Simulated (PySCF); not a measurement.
**Polarisability of `CC(C)[c+]1cc1`**

C₆H₉ (charge +1).
Geometry (PBE0-D3(BJ)/def2-SVP, Å), atoms numbered from 1 in this order:
```xyz
15
C6H9 angstrom
C     -1.7939    0.7775   -0.1328
C     -0.9160   -0.4526    0.0956
C     -1.2139   -1.2154    1.3873
C      0.5088   -0.1420   -0.0375
C      1.5229    0.6384   -0.5454
C      1.8278   -0.4272    0.2344
H     -2.8488    0.4729   -0.1513
H     -1.6699    1.5054    0.6827
H     -1.5696    1.2733   -1.0880
H     -1.0652   -1.1505   -0.7594
H     -0.5851   -2.1111    1.4920
H     -2.2632   -1.5384    1.3841
H     -1.0631   -0.5715    2.2664
H      1.8590    1.4934   -1.1362
H      2.5859   -1.0441    0.7221
```

Level: B3LYP/def2-SVPD (PySCF), static field, nuclei fixed, core orbitals frozen in the response. The polarisability tensor in these axes (au):

```
x   72.38  1.14 -2.22
y    1.14 57.15 -7.97
z   -2.22 -7.97 52.89
```

Question: Give the principal values, the mean and the anisotropy Δα = √{½[(α1 − α2)² + (α2 − α3)² + (α1 − α3)²]}.

Answer: Principal values 46.72, 62.75 and 72.95 au; mean 60.81 au = 9.01 Å³ = 10.03 × 10⁻⁴⁰ C²·m²/J; Δα = 22.90 au (38 % of the mean).

Question: Give the eigenvalues of the traceless quadrupole moment Θ = ½Σq(3rr − r²1), origin at the centre of nuclear charge.

Answer: -11.49, -2.24, 13.74 D·Å. The values depend on the origin, since the species is charged. The electronic extent ⟨r²⟩ about the same centre is 617 bohr², a root-mean-square distance of 1.98 Å for the 44 electrons.

Question: Give the principal axes and the span of the nuclei along them.

Answer: Largest value along (0.97, 0.16, -0.17), where the nuclei span 4.91 Å; middle along (-0.23, 0.78, -0.58), 4.37 Å; least along (0.04, 0.60, 0.80), 2.76 Å. The response follows the extents in order.

Question: Rayleigh depolarisation ratio (linearly polarised light, static tensor)?

Answer: ρ = 3Δα²/(45ᾱ² + 4Δα²) = 1573.4/(166391 + 2097.9) = 0.00934.

Question: Sum over states: ᾱ = Σ f/ω², ω in Eh. What share falls to these 6 lowest TDDFT singlets (eV, f)? 6.00, 0.0009; 6.01, 0.0001; 6.11, 0.0045; 6.30, 0.0434; 6.39, 0.0010; 6.61, 0.0356.

Answer: They add up to 1.54 au, 2.5 % of the 60.81 au; the largest single term is 0.81 au, from the state at 6.30 eV. Terms in order: 0.02, 0.00, 0.09, 0.81, 0.02, 0.60 au. Higher excitations give the rest. The strengths listed sum to 0.085.

Isolated species at its PBE0-D3(BJ)/def2-SVP geometry (one conformer only).
